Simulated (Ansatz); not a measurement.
Ansatz (a quantum-chemistry and plane-wave program) input (CCSD(T)/def2-SVPD):

Ansatz 0.2 input:
```yaml
crystal:
  periodic: [false, false, false]
  atoms:
    - {symbol: Na, position_ang: [-0.00000000, -0.00000000, -1.52722632]}
    - {symbol: Na, position_ang: [0.00000000, 0.00000000, 1.52722632]}
basis:
  gaussian:
    orbitals: def2-SVPD
magnetization: {spin_polarized: false}
correlation: {method: ccsd_t, electrons: outside_noble_gas}
output: {forces: true}
```

End of the output:

```
318 factors; integrals over basis functions are off by at most 6.3e-4 eV
mean field: 0.06 GiB planned
mean field evaluation 1: about -8805.1584 eV, gradient 1.3e0 eV
mean field evaluation 2: about -8805.1595 eV, gradient 1.3e0 eV
mean field evaluation 4: about -8805.1847 eV, gradient 3.4e-2 eV
mean field evaluation 8: about -8805.1846 eV, gradient 8.1e-5 eV
mean field -8805.18460810 eV, -323.5845659791 hartree, gradient 1.7e-6 eV, S^2 0.000000; 0 other end points of the search recorded, 0 dependent functions left out; unrestricted orbitals would lower it
mean field evaluation 16: about -8805.1573 eV, gradient 3.2e0 eV
10 core orbitals not correlated
reference -8805.18460810 eV, -323.5845659791 hartree; 1, 1 occupied and 25, 25 virtual orbitals, 318 factors
densities: 0.05 GiB planned
second order -0.44640440 eV of doubles, -0.00000000 eV of singles
coupled cluster: 0.05 GiB planned
cycle   1  -0.57782971 eV  change   -1.3e-1 eV  update   6.8e-2
cycle   2  -0.68798949 eV  change   -1.1e-1 eV  update   3.5e-2
cycle   3  -0.69285282 eV  change   -4.9e-3 eV  update   6.4e-3
cycle   4  -0.69566915 eV  change   -2.8e-3 eV  update   2.1e-3
cycle   5  -0.69489894 eV  change    7.7e-4 eV  update   6.2e-4
cycle   6  -0.69493535 eV  change   -3.6e-5 eV  update   1.9e-4
cycle   7  -0.69498125 eV  change   -4.6e-5 eV  update   6.4e-5
cycle   8  -0.69495013 eV  change    3.1e-5 eV  update   2.3e-5
cycle   9  -0.69496756 eV  change   -1.7e-5 eV  update   7.1e-6
cycle  10  -0.69496087 eV  change    6.7e-6 eV  update   2.6e-6
cycle  11  -0.69496128 eV  change   -4.1e-7 eV  update   5.1e-7
perturbative correction -0.00000000 eV, -0.0000000001 hartree
the calculation of the forces begins
Total energy: -8805.87956938 eV, -323.6101053350 hartree
Atom 0 at    -0.000000    -0.000000    -1.527226 Å, force     0.000000     0.000000    -0.193268 eV/Å
Atom 1 at     0.000000     0.000000     1.527226 Å, force     0.000000    -0.000000     0.193268 eV/Å
Dipole moment:    -0.000000     0.000000    -0.000000 e Å
```
